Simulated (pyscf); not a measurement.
One four-centre exchange on the singlet surface with elements of a group swapped. ωB97M-D3(BJ)/def2-TZVP, kcal/mol, from the separated reactants. PySCF, gas phase, ωB97X-D3(BJ)/def2-SVP geometries.

```tsv
step	barrier	reaction energy	imaginary mode (i cm⁻¹)
CH₄ + H₃C–InH–NH₂ → H₃C–InH–CH₃ + NH₃	30.4	+11.5	1593
CH₄ + H₃C–AlH–NH₂ → H₃C–AlH–CH₃ + NH₃	30.2	+25.5	1519
CH₄ + H₃C–GaH–NH₂ → H₃C–GaH–CH₃ + NH₃	(withheld)	(withheld)	1579
```

Task: Complete the blanks.

Result: 
- CH₄ + H₃C–GaH–NH₂ → H₃C–GaH–CH₃ + NH₃, barrier: 33.8
- CH₄ + H₃C–GaH–NH₂ → H₃C–GaH–CH₃ + NH₃, reaction energy: +16.6

Row 1: On the product side the descent ends in an adduct with a In–N contact, 19.5 kcal/mol under the separated species and 36.8 kcal/mol under the saddle at ωB97X-D3(BJ)/def2-TZVP. Row 2: On the product side the descent ends in an adduct with a Al–N contact (not fully relaxed), 28.8 kcal/mol under the separated species and 32.3 kcal/mol under the saddle at ωB97X-D3(BJ)/def2-TZVP. Row 3: On the product side the descent ends in an adduct with a Ga–N contact, 21.7 kcal/mol under the separated species and 37.6 kcal/mol under the saddle at ωB97X-D3(BJ)/def2-TZVP. Each row is the saddle that its search found. Elements up to Kr have no core potential and no relativistic terms here. Elements past Kr carry the def2 core potentials, without spin-orbit coupling.
